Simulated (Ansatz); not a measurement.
## Scan of [Br···H···N], quartet

Starting geometry:

```csv
atom,x (Å),y (Å),z (Å)
Br,0.0000,0.0000,-1.5282
H,0.0000,0.0000,-0.1076
N,0.0000,0.0000,1.6358
```

From there H2 is moved from one fragment to the other while all else, the fragments' distance too, stays fixed, so the hump isn't the reaction's barrier; atoms are numbered as listed. Energies are in kcal/mol, counted from the starting geometry at the same level. Kohn–Sham curves are unrestricted where that lies lower.

Basis cc-pVTZ; Ansatz 0.2.0. Correlated methods freeze the noble-gas cores and the filled d shells of p-block atoms. R marks a restricted (for open shells ROHF) determinant, U an unrestricted one. No spin–orbit coupling is included, and no scalar relativity.

Unrestricted rows (U, and Kohn–Sham where it breaks symmetry) aren't spin-pure: their determinants' ⟨S²⟩ exceeds S(S+1) by up to 0.10, so they mix in states of higher spin.

Full CI isn't at hand for all of this; UCCSDT(Q) serves as the reference, and is uncertain by about the last step of the cluster series. The frozen core follows each run's orbitals, which can shift R against U totals by a few meV for light atoms and by up to 0.1 eV past Ca.

| distance Br1-H2 (Å) | UCCSDT(Q) | curve A | curve B | curve C | curve D |
| --- | --- | --- | --- | --- | --- |
| 1.421 | 0.0 | 0.0 | 0.0 | 0.0 | 0.0 |
| 1.521 | 2.7 | 1.4 | 2.7 | 3.0 | 3.3 |
| 1.722 | 12.8 | 8.1 | 12.9 | 14.3 | 16.4 |
| 1.923 | 14.3 | 7.4 | 14.3 | 15.7 | 19.8 |
| 2.124 | 9.7 | 4.3 | 9.7 | 9.8 | 12.5 |

The curves come from PBE0, RCCSDT(Q), UCCSD, UMP2. Compare each with UCCSDT(Q) and say which is which.

A: PBE0, B: RCCSDT(Q), C: UCCSD, D: UMP2. Spread of the error against UCCSDT(Q), over the points where both stand: A 6.9, B 0.0, C 1.4, D 5.6 kcal/mol. 

Functionals correlate the shells that the reference freezes, so part of their error here is the reference's.
